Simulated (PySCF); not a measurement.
Method: ωB97X-D3(BJ)/def2-TZVP // PBE0-D3(BJ)/def2-TZVP in PySCF. Isolated molecules, 0 K electronic values unless said otherwise. Excitations are Tamm–Dancoff values on a coarser integration grid. The basis has no diffuse functions, so Rydberg states are missing or too high.

Reference species (SMILES): `[Cl][AlH][Cl]` (neutral, multiplicity 1).

```yaml
HOMO: -11.82 eV
S1 oscillator strength: 0.019
T1 excitation (TDA): 6.43 eV
HOMO–LUMO gap: 12.29 eV
```

Changed species: `[Cl][Al]([Cl])[Cl]` (3 of 3 H replaced by Cl; the reference has 2 of 3 H replaced by Cl).

Give the shifts of the HOMO, S1 oscillator strength, T1 excitation (TDA) and HOMO–LUMO gap.

the HOMO drops by 0.05 eV, to -11.87 eV; the S1 oscillator strength falls by 0.019, to 0.000; the T1 excitation (TDA) increases by 0.60 eV, to 7.03 eV; the HOMO–LUMO gap increases by 0.34 eV, to 12.63 eV.
